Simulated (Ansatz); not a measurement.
in.yaml

```yaml
crystal:
  periodic: [false, false, false]
  atoms:
    - {symbol: P, position_ang: [0.000000, 0.047060, 0.483195]}
    - {symbol: Li, position_ang: [0.000000, 0.018631, -2.583209]}
    - {symbol: H, position_ang: [0.000000, 0.524041, 1.831121]}
    - {symbol: H, position_ang: [0.000000, -2.098478, 1.109208]}
basis:
  gaussian: {orbitals: cc-pVDZ, fitting: {mean_field: def2-universal-jkfit}}
magnetization: {spin_polarized: true, initial_magnetization: 2}
hamiltonian: {xc: hf}
output: {forces: true, orbitals: {seedname: orbitals}}
```

```sh
$ ansatz run in.yaml --threads 1 --pin off --events-out ev --progress --plain --max-ram 2393MiB
```

The program prints:

```
215 factors; integrals over basis functions are off by at most 5.7e-1 eV
mean field evaluation 1: about -9501.1659 eV, gradient 7.3e0 eV
mean field evaluation 2: about -9501.8530 eV, gradient 2.5e0 eV
mean field evaluation 4: about -9502.0256 eV, gradient 8.9e-1 eV
mean field evaluation 8: about -9502.1528 eV, gradient 5.8e-1 eV
mean field evaluation 16: about -9502.2649 eV, gradient 5.5e0 eV
mean field evaluation 32: about -9501.8472 eV, gradient 2.1e-1 eV
mean field evaluation 64: about -9502.2660 eV, gradient 4.7e-1 eV
mean field evaluation 96: about -9500.5088 eV, gradient 3.1e0 eV
mean field -9502.96162838 eV, -349.2273985042 hartree, gradient 1.5e-5 eV, S^2 2.667699; 7 other end points of the search recorded, 0 dependent functions left out
the calculation of the forces begins
reference -9502.96162838 eV, -349.2273985042 hartree; 11, 9 occupied and 31, 33 virtual orbitals, 215 factors
Total energy: -9502.96162838 eV, -349.2273985042 hartree
Atom 0 at     0.000000     0.047060     0.483195 Å, force     0.000000    -0.999168     0.587077 eV/Å
Atom 1 at     0.000000     0.018631    -2.583209 Å, force     0.000000    -0.010722    -0.145363 eV/Å
Atom 2 at     0.000000     0.524041     1.831121 Å, force    -0.000000    -0.148995    -0.150360 eV/Å
Atom 3 at     0.000000    -2.098478     1.109208 Å, force    -0.000000     1.158885    -0.291353 eV/Å
Dipole moment:     0.000000     0.118455     0.726149 e Å
```

Forces (eV/Å):
```
P    0.000 -0.999  0.587
Li   0.000 -0.011 -0.145
H    0.000 -0.149 -0.150
H    0.000  1.159 -0.291
```

Ran on 1 thread of Intel Xeon, shared host: 0.72 s wall, 0.16 GiB peak host memory.
